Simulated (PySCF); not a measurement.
Atom-mapped SMILES (the numbers label the heavy atoms): `[CH3:1][S:2](=[O:3])(=[O:4])[Cl:5]`; H(Xn) means a hydrogen on atom n.

Geometry: PBE0-D3(BJ)/def2-SVP; GIAO shifts from PySCF 2.14.0 with density-fitted response routines, gas phase, non-relativistic, averaged over equivalent atoms.

At PBE0/cc-pVDZ (93 basis functions, 6.5 s wall time on 1 thread of an Arm Neoverse V1, shared host):
```json
{"atoms": "C1", "δ (ppm)": "52.8"}
{"atoms": "S2", "δ (ppm)": "327.3"}
{"atoms": "O3/O4", "δ (ppm)": "323.5"}
{"atoms": "Cl5", "δ (ppm)": "600.8"}
{"atoms": "H(C1)", "δ (ppm)": "2.96"}
```

δ = σ(ref) − σ, references computed at the same level: TMS for 13C (196.75 ppm) and 1H (31.29 ppm); 33S (548.96 ppm) vs CS2; 17O (343.34 ppm) vs H2O; 35Cl (960.53 ppm) against HCl.

Question: Predict the values at PBE0/IGLO-III on the same geometry.

Answer: 
```tsv
atoms	δ at PBE0/IGLO-III	change
C1	56.9	+4.1
S2	377.4	+50.1
O3/O4	332.6	+9.1
Cl5	686.1	+85.3
H(C1)	3.38	+0.42
```

δ = σ(ref) − σ, references computed at the same level: TMS for 13C (σref 183.78), 1H (σref 31.37); 33S (σref 518.71) vs CS2; 17O (σref 327.19) vs H2O; HCl for 35Cl (σref 944.80).

The largest change is at Cl5 (chlorine bonded to S). Cost: 223 basis functions, 17 s wall time on 1 thread of an Arm Neoverse V1, shared host.

Unscaled 17O shifts of doubly bonded oxygen tend to come out too high, by tens of ppm or more. Experimental scales use liquid or dissolved standards, which lie at an offset from isolated H2O (liquid H2O: subtract about 36 ppm).
